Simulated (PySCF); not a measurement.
**The first ionisation energy along group 16**

Calculated with PySCF 2.14 from differences of total energies of unrestricted determinants, without spin-orbit coupling. Values in eV. The last column holds reference values (NIST; (s) semi-empirical, (t) theoretical, else measured). Unmarked ones compare directly (S terms, centres of terms, or small fine structure); those marked * lie between the lowest fine-structure levels and include a spin-orbit shift.

```tsv
element	configurations	UHF	MP2 (valence)	SCS-MP2 (valence)	CCSD (valence)	CCSD(T) (valence)	M06-2X	reference
O (x2c-SVPall, spin-free X2C)	[He] 2s2 2p4 → [He] 2s2 2p3	12.072	12.953	12.975	12.961	12.969	13.621	13.608
S (x2c-SVPall, spin-free X2C)	[Ne] 3s2 3p4 → [Ne] 3s2 3p3	9.173	9.549	9.589	9.549	9.553	10.322	10.336
Se (x2c-SVPall, spin-free X2C)	[Ar] 3d10 4s2 4p4 → [Ar] 3d10 4s2 4p3	8.521	8.936	8.963	8.959	8.967	9.575	9.635
Te (x2c-SVPall, spin-free X2C)	[Kr] 4d10 5s2 5p4 → [Kr] 4d10 5s2 5p3	7.671	8.044	8.057	8.073	8.079	8.462	8.749
```

Q: Which of these methods has the smallest mean absolute error against the measured values here?

A: M06-2X, with 0.093 eV.

```tsv
method	elements	mean error (eV)	mean absolute error (eV)	largest error (eV)
UHF	4	-1.223	1.223	-1.537
MP2 (valence)	4	-0.712	0.712	-0.787
SCS-MP2 (valence)	4	-0.686	0.686	-0.747
CCSD (valence)	4	-0.697	0.697	-0.787
CCSD(T) (valence)	4	-0.690	0.690	-0.782
M06-2X	4	-0.087	0.093	-0.286
```

Errors include the incompleteness of the basis and the frozen core.

"Valence" correlates the outer s and p shells and, in groups 3 to 12 and the f block, the outer d or f shell, open or full, or the next shell where the ion has no valence electron left; the wider scheme adds the next inner shell.
